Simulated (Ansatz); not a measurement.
Coupled-cluster run, `C=C(N)CO`.

```yaml
crystal:
  periodic: [false, false, false]
  atoms:
    - {symbol: C, position_ang: [-1.174371, 1.139753, 0.065065]}
    - {symbol: C, position_ang: [-0.278454, 0.182828, -0.198846]}
    - {symbol: N, position_ang: [0.193497, -0.136924, -1.451029]}
    - {symbol: C, position_ang: [0.319393, -0.646613, 0.904424]}
    - {symbol: O, position_ang: [1.691401, -0.925942, 0.717344]}
    - {symbol: H, position_ang: [-1.664035, 1.703673, -0.720230]}
    - {symbol: H, position_ang: [-1.436521, 1.370320, 1.088175]}
    - {symbol: H, position_ang: [0.666393, -1.019363, -1.543823]}
    - {symbol: H, position_ang: [-0.351876, 0.149665, -2.244677]}
    - {symbol: H, position_ang: [-0.171116, -1.625530, 0.924808]}
    - {symbol: H, position_ang: [0.126730, -0.158268, 1.865744]}
    - {symbol: H, position_ang: [2.156062, -0.088900, 0.627046]}
basis:
  gaussian: {orbitals: def2-SVP}
correlation: {method: ccsd_t}
```

```sh
$ ansatz run in.yaml --threads 4 --pin off --events-out ev --progress --plain --max-ram 10444MiB
```

Log, shortened:

```
Functional definition: HF
1075 factors; integrals over basis functions are off by at most 1.3e-3 eV
mean field evaluation 1: about -6711.6126 eV, gradient 3.8e1 eV
mean field evaluation 2: about -6711.6198 eV, gradient 3.8e1 eV
mean field evaluation 4: about -6715.0610 eV, gradient 4.0e0 eV
mean field evaluation 8: about -6715.1065 eV, gradient 3.7e-4 eV
mean field -6715.10650203 eV, -246.7756122870 hartree, gradient 1.8e-6 eV, S^2 0.000000; 0 other end points of the search recorded, 0 dependent functions left out
5 core orbitals not correlated: weight in the atoms' cores, before any rotation towards them, 1.000 or more for the frozen orbitals, at most 0.000 for the correlated occupied ones
reference -6715.10650203 eV, -246.7756122870 hartree; 15, 15 occupied and 85, 85 virtual orbitals, 1075 factors
second order -20.77267417 eV of doubles, -0.00000000 eV of singles
cycle   1  -21.40929574 eV  change   -6.4e-1 eV  update   9.5e-2
cycle   2  -21.91889795 eV  change   -5.1e-1 eV  update   2.9e-2
cycle   3  -22.04122553 eV  change   -1.2e-1 eV  update   1.4e-2
cycle   4  -22.03747286 eV  change    3.8e-3 eV  update   3.7e-3
cycle   5  -22.03714487 eV  change    3.3e-4 eV  update   1.4e-3
cycle   6  -22.03723101 eV  change   -8.6e-5 eV  update   4.4e-4
cycle   7  -22.03693478 eV  change    3.0e-4 eV  update   1.3e-4
cycle   8  -22.03689042 eV  change    4.4e-5 eV  update   4.8e-5
cycle   9  -22.03689184 eV  change   -1.4e-6 eV  update   1.8e-5
perturbative correction -0.66286416 eV, -0.0243598085 hartree
Total energy: -6737.80625803 eV, -247.6098129334 hartree
```

Run time 2.5 s (4 threads of an Intel Xeon 6975P-C on a shared host); peak host memory 0.55 GiB.

MP2 recovers 91.5 % of the CCSD(T) correlation energy and the triples give 2.9 %; T1 = 0.0110.
